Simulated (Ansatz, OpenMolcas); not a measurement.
## AlNH3O (SMILES [NH2][Al][OH]): methods side by side

The species is AlNH3O (6 atoms), meant as a doublet with charge 0. As SMILES, `[NH2][Al][OH]`. Geometry: relaxed at PBE0-D4/def2-TZVP. This is one conformer, not always the lowest.

```csv
atom,x (Å),y (Å),z (Å)
N,-0.9239,0.2402,-0.7608
Al,0.5952,0.6013,0.0707
O,1.1941,-0.6185,1.1012
H,-1.4343,-0.6236,-0.6572
H,-1.3947,0.8616,-1.3968
H,2.0057,-0.5251,1.5968
```

Quantity: the vertical ionisation energy (to the singlet cation), in eV. The values are calculated.

```json
{"level": "UHF/def2-SVPD", "kind": "Hartree–Fock", "program": "Ansatz", "value (eV)": "7.88", "CPU time (all runs)": "5.2 s"}
{"level": "UBLYP/def2-SVPD", "kind": "GGA", "program": "Ansatz", "value (eV)": "7.79", "CPU time (all runs)": "14 s"}
{"level": "UPBE/def2-SVPD", "kind": "GGA", "program": "Ansatz", "value (eV)": "7.91", "CPU time (all runs)": "13 s"}
{"level": "UM06-L/def2-SVPD", "kind": "meta-GGA", "program": "OpenMolcas", "value (eV)": "7.85", "CPU time (all runs)": "2.1 min"}
{"level": "UB3LYP/def2-SVPD", "kind": "global hybrid", "program": "Ansatz", "value (eV)": "8.06", "CPU time (all runs)": "16 s"}
{"level": "UM06-2X/def2-SVPD", "kind": "hybrid meta-GGA", "program": "OpenMolcas", "value (eV)": "8.13", "CPU time (all runs)": "1.9 min"}
{"level": "UPBE0/def2-SVPD", "kind": "global hybrid", "program": "Ansatz", "value (eV)": "8.05", "CPU time (all runs)": "16 s"}
{"level": "U-wB97X/def2-SVPD", "kind": "range-separated hybrid", "program": "Ansatz", "value (eV)": "7.93", "CPU time (all runs)": "63 s"}
```

The values span 7.79 to 8.13 eV. CPU times are rough (shared hosts, several kinds of processor and program).
